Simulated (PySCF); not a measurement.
**How well do the runs reproduce experiment for CFCl3?**

**The experiment to reproduce.**

NIST CCCBDB Release 22 (SRD 101), experimental dipoles lists, for the gas: dipole moment (microwave Stark effect, vibrational ground state) 0.46 ± 0.02 D.

The results are set against them at the end.

CFCl3.
Atom-mapped SMILES: `[F:1][C:2]([Cl:3])([Cl:4])[Cl:5]`

Structure used (GFN2-xTB), in Å, numbered top down from 1:
```xyz
5
CCl3F angstrom
F      0.0603   -0.1410    1.3961
C      0.0046   -0.0063    0.0667
Cl    -0.4579    1.6606   -0.3126
Cl     1.6028   -0.3706   -0.6039
Cl    -1.2011   -1.1397   -0.5634
```

The PySCF runs (gas phase, on this GFN2-xTB geometry; no spin–orbit coupling):

```tsv
level	job	basis functions
B3LYP/def2-SVPD	shieldings	124
B97-D/def2-SVPD	shieldings	124
BLYP/def2-SVPD	shieldings	124
BP86/def2-SVPD	shieldings	124
HF/def2-SVPD	shieldings	124
KT2/def2-SVPD	shieldings	124
KT3/def2-SVPD	shieldings	124
LDA/def2-SVPD	shieldings	124
OPBE/def2-SVPD	shieldings	124
PBE/def2-SVPD	shieldings	124
PW91/6-31++G**	shieldings	102
X3LYP/6-31++G**	shieldings	102
```

All basis functions are spherical.

## Comparison

**Dipole moment.** Measured: 0.46 D (NIST CCCBDB Release 22 (SRD 101), experimental dipoles).

```
          level  computed (D)  computed − measured (D)  % (from the printed values)
B3LYP/def2-SVPD          0.41                    -0.05                          -11
B97-D/def2-SVPD          0.30                    -0.16                          -35
 BLYP/def2-SVPD          0.35                    -0.11                          -24
 BP86/def2-SVPD          0.30                    -0.16                          -35
   HF/def2-SVPD          0.51                    +0.05                          +11
  KT2/def2-SVPD          0.32                    -0.14                          -30
  KT3/def2-SVPD          0.32                    -0.14                          -30
  LDA/def2-SVPD          0.35                    -0.11                          -24
 OPBE/def2-SVPD          0.25                    -0.21                          -46
  PBE/def2-SVPD          0.31                    -0.15                          -33
 PW91/6-31++G**          0.34                    -0.12                          -26
X3LYP/6-31++G**          0.43                    -0.03                           -7
```

Closest is X3LYP/6-31++G** (-0.03 D), furthest OPBE/def2-SVPD (-0.21 D); one molecule doesn't rank methods. The computed dipoles belong to one fixed geometry; measured ones are averaged over vibrations unless marked μe. Magnitudes are compared, not signs.

No measured geometry was used, and the causes of the misses weren't examined.
